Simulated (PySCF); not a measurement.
# Static response to an electric field

Anisole, C7H8O.
Cartesian coordinates in Å at the PBE0-D3(BJ)/def2-SVP level; atoms count from 1:
```
atom  x, y, z in Å
C1    -2.4165    0.3774    0.0613
O2    -1.3459   -0.3284   -0.4955
C3    -0.0941   -0.0580   -0.0706
C4     0.9312   -0.8016   -0.6727
C5     2.2526   -0.5952   -0.3017
C6     2.5770    0.3530    0.6727
C7     1.5579    1.0891    1.2679
C8     0.2232    0.8933    0.9057
H9    -3.3281    0.0034   -0.4223
H10   -2.4985    0.2111    1.1504
H11   -2.3362    1.4635   -0.1244
H12    0.6574   -1.5371   -1.4315
H13    3.0415   -1.1820   -0.7790
H14    3.6172    0.5137    0.9632
H15    1.7954    1.8343    2.0314
H16   -0.5559    1.4840    1.3881
```

Level: CAM-B3LYP/def2-SVPD (PySCF), static field, nuclei fixed, core orbitals frozen in the response. The polarisability tensor in these axes (au):

```
x   111.72  -3.21   4.11
y    -3.21  73.07  17.88
z     4.11  17.88  72.61
```

Diagonalise the tensor; give its mean and Δα, where Δα² is half the sum of the squared differences of the eigenvalues.

Principal values 54.49, 90.71 and 112.21 au; mean 85.80 au = 12.71 Å³ = 14.15 × 10⁻⁴⁰ C²·m²/J; Δα = 50.52 au (59 % of the mean).

What is the dipole moment, and where does it point?

(-0.84, 0.76, 0.64) D, 1.30 D in size, pointing from the negative to the positive side. Measured along this direction, the outermost atoms are H13 at the negative end and H11 and H10 at the positive end.

Directions of the eigenvectors, and the extent of the frame along each?

Largest value along (1.00, -0.04, 0.08), where the nuclei span 7.01 Å; middle along (-0.03, 0.71, 0.70), 4.80 Å; least along (-0.09, -0.70, 0.71), 1.79 Å. The response follows the extents in order.

Find the Langevin capture rate constant for O2+ (31.990 u) meeting this molecule (108.058 u), k = 2.342 × 10⁻⁹ cm³/s × √(α in Å³ / reduced mass in u).

The reduced mass is 24.68 u, so k = 1.68 × 10⁻⁹ cm³/s. The formula leaves out the permanent dipole, which adds to the capture rate.

Orientational against electronic polarisability at 350 K (dilute gas, rigid molecules)?

In Gaussian units μ²/3kT = 11.58 Å³ against 12.71 Å³, a ratio of 0.91; the Debye molar polarisation (4π/3)N_A(α + μ²/3kT) is 61.3 cm³/mol, leaving out the vibrational part.

Traceless (Buckingham) quadrupole moment about the centre of nuclear charge: eigenvalues?

-8.18, -1.00, 9.19 D·Å. The values depend on the origin, since the dipole doesn't vanish. The electronic extent ⟨r²⟩ about the same centre is 979 bohr², a root-mean-square distance of 2.17 Å for the 58 electrons.

Isolated species at its PBE0-D3(BJ)/def2-SVP geometry (one conformer only).
